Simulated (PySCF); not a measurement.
Which proton of propargyl chloride is most acidic?

Molecule: propargyl chloride, `C#CCCl` (C3H3Cl). Coordinates in Å; atoms count from 1 in this order:
```
C     1.6155   -0.2636   -0.5045
C     0.5074   -0.1263   -0.0365
C    -0.8155    0.0286    0.5293
Cl   -1.7121    1.4160   -0.1833
H     2.5987   -0.3829   -0.9222
H    -0.7629    0.2091    1.6120
H    -1.4273   -0.8670    0.3525
```

Computed at ωB97X-D3(BJ)/ma-def2-TZVP // PBE0-D3(BJ)/ma-def2-SVP with PySCF (density fitting, grid level 2). Thermal corrections: PBE0-D3(BJ)/ma-def2-SVP frequencies, unscaled, ideal gas at 298.15 K and 1 bar, quasi-RRHO entropy.

```
                   site     product  ΔH(acid) / eV  ΔG(acid) / eV  gas share  above best in diethyl ether / eV
     C1 (alkyne carbon)   [C-]#CCCl          16.10          15.75       89 %                             0.000
C3 (propargylic carbon)  C#C[CH-]Cl          16.14          15.80       11 %                             0.213
```

ΔH and ΔG refer to AH → A⁻ + H⁺ in the gas phase. Shares are Boltzmann weights among the listed products; an error of 10 kJ/mol changes a ratio about 56-fold. Sites whose products fell apart, merged with another or lost in a GFN2-xTB screen aren't listed. Values in solvent are IEF-PCM free energies relative to the most favourable product.

C1 (alkyne carbon) comes out 0.05 eV ahead of C3 in free energy (0.104 eV in electronic energy). That lies inside the method's error, so the order is undecided and the shares mean little.

In diethyl ether the product from C1 is solvated 1.91 eV more strongly than the parent (electrostatics only).

Measured values (NIST Chemistry WebBook, evaluated or the median of agreeing entries): deprotonation enthalpy (ΔH) 1540 kJ/mol (computed 1553, difference 13); gas-phase acidity (ΔG) 1507 kJ/mol (computed 1520, difference 13). These are compared with the most favourable site that keeps the skeleton.

Known limits: the order of C1 and C3 is undecided: the gaps lie inside the method's error (some 10 kJ/mol, one structure a species).

Structures, frequencies and single points took 3.4 min of wall time on 1 thread of Arm Neoverse V1 (shared host), launched as `OMP_NUM_THREADS=1 python redox_run.py task.json out`.
